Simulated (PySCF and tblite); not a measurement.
Values are calculated unless marked as measured or tabulated.
C3H5NO, numbered as in [CH3:1][O:2][CH2:3][C:4]#[N:5].

Conformers came from 90 starts (ETKDG and KDG, MMFF94s, GFN2-xTB); geometries are PBE0-D3(BJ)/def2-SVP. Weights use PBE0-D3(BJ)/def2-TZVP energies plus GFN2-xTB zero-point and thermal terms (modes under about 100 cm⁻¹ blended into free rotors). Symmetry numbers and mirror images are counted. Conformers within 3 kcal/mol (GFN2-xTB free energy) were kept, 8 at most. Couplings: B3LYP/pcJ-1 (gas phase; spin-dipole term only for pairs with B, N, F, Si or P). Couplings are for ¹³C, ¹H, ¹⁵N, ¹⁷O. (PySCF 2.14, tblite 0.8.)

Torsions listed: C1–O2–C3–C4. Of a mirror pair one member is shown.

```tsv
conformer	shape	weight %
1	67°	96.0
2	180°	4.0
```

Task: Give the couplings in each conformer and the averages at 298.15 K (pairs that fast motion interchanges averaged).

Result: 
```
 coupling  pairs      1      2  average (Hz)
¹J(C1,O2)      1   23.5   23.4          23.4
¹J(C1,H1)      3  147.7  146.9         147.6
³J(C1,H3)      2    7.7    2.3           7.5
¹J(O2,C3)      1   26.2   22.4          26.0
²J(O2,C4)      1   -1.0  -11.4          -1.4
³J(O2,N5)      1   -0.1    0.7           0.0
²J(H1,O2)      3   -7.0   -7.0          -7.0
²J(O2,H3)      2   -8.7   -3.8          -8.5
¹J(C3,C4)      1   66.2   78.8          66.7
²J(C3,N5)      1    3.5    2.9           3.5
³J(H1,C3)      3    7.0    7.7           7.0
¹J(C3,H3)      2  155.0  149.4         154.7
¹J(C4,N5)      1  -17.4  -19.0         -17.4
²J(H3,C4)      2   -5.8   -8.1          -5.8
³J(H3,N5)      2   -1.7   -1.6          -1.7
²J(H1,H1)      3  -11.5  -11.4         -11.5
²J(H3,H3)      1  -18.7  -16.8         -18.6
```

Only couplings over up to 3 bonds are listed; longer-range ones, if any, are left out.
